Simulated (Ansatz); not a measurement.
# C₂H₄FNO: a ladder of functionals and wavefunction methods

An exercise on one series of results from a longer session: the logs are not shown, and one member is left open.

Program: Ansatz 0.2.0, Gaussian basis. Level of theory: functionals in def2-TZVPP, the program's frozen cores in correlated methods. These are calculated values, not measurements.

Levels to be run: PBE-D4, r2SCAN-D4, PBE0-D4, B3LYP-D4, ωB97X-V, ωB97M-V, B2PLYP; CCSD(T)/def2-TZVPP; CCSD(T)/def2-QZVPP; extrapolation to the limit.

## The relaxed structure

An earlier PBE0-D4 in a triple-zeta def2 set relaxation fixed the geometry.

SMILES `NC1(F)CO1`, 9 atoms, charge 0, spin multiplicity 1.

Atoms are counted from 1 here; the program's logs count them from 0.

Bond lengths: N1–C2 1.398 Å, N1–H6 1.013 Å, N1–H7 1.011 Å, C2–F3 1.373 Å, C2–C4 1.450 Å, C2–O5 1.370 Å, C4–O5 1.445 Å, C4–H8 1.085 Å, C4–H9 1.085 Å. Angles: C2–N1–H6 110.6°, C2–N1–H7 111.1°, H6–N1–H7 109.0°, N1–C2–F3 114.0°, N1–C2–C4 123.7°, N1–C2–O5 117.2°, F3–C2–C4 116.6°, F3–C2–O5 112.9°, C4–C2–O5 61.6°, C2–C4–O5 56.5°, C2–C4–H8 119.5°, C2–C4–H9 118.7°, O5–C4–H8 114.7°, O5–C4–H9 114.4°, H8–C4–H9 117.6°, C2–O5–C4 61.9°.

The first run:

in.yaml

```yaml
crystal:
  periodic: [false, false, false]
  atoms:
    - {symbol: N, position_ang: [-0.133301, 1.071410, 0.808276]}
    - {symbol: C, position_ang: [0.283188, -0.094585, 0.159180]}
    - {symbol: F, position_ang: [0.963867, -0.970654, 0.967822]}
    - {symbol: C, position_ang: [-0.396546, -0.664313, -0.987604]}
    - {symbol: O, position_ang: [0.858212, 0.046627, -1.076597]}
    - {symbol: H, position_ang: [0.665430, 1.634061, 1.077075]}
    - {symbol: H, position_ang: [-0.676080, 0.853836, 1.633609]}
    - {symbol: H, position_ang: [-1.244998, -0.143636, -1.419674]}
    - {symbol: H, position_ang: [-0.319762, -1.732766, -1.162086]}
basis:
  gaussian: {orbitals: def2-TZVPP}
hamiltonian: {xc: pbe, dispersion: d4}
output: {forces: true, orbitals: {seedname: orbitals}}
```

On the command line:

```console
ansatz run in.yaml --threads 2 --pin off --events-out ev --progress --plain --max-ram 32768MiB --backend cpu
```

Steps of the session up to this table: PBE-D4 (GGA); r2SCAN-D4 (meta-GGA); PBE0-D4 (hybrid); B3LYP-D4 (hybrid); ωB97X-V (range-separated); ωB97M-V (range-separated); B2PLYP (double hybrid); CCSD(T) in def2-TZVPP; CCSD(T) in def2-QZVPP.

One of the session's tables, all rows but one given; the rest of the session is left out.

```
            method  atomisation energy (kJ/mol)
            PBE-D4                       3678.2
         r2SCAN-D4                       3535.7
           PBE0-D4                       3554.7
          B3LYP-D4                       3519.9
           ωB97X-V                       3545.5
           ωB97M-V                       3545.0
            B2PLYP                       3485.2
     HF/def2-TZVPP                       2330.2
    MP2/def2-TZVPP                       3515.2
   CCSD/def2-TZVPP                            ?
CCSD(T)/def2-TZVPP                       3408.6
           MP2/CBS                       3623.3
       CCSD(T)/CBS                       3513.4
```

**Question.** Estimate the row for CCSD/def2-TZVPP.

The run gave: atomisation energy (kJ/mol): 3336.0. In the column «atomisation energy (kJ/mol)» it lies between HF/def2-TZVPP (2330.2) and CCSD(T)/def2-TZVPP (3408.6).
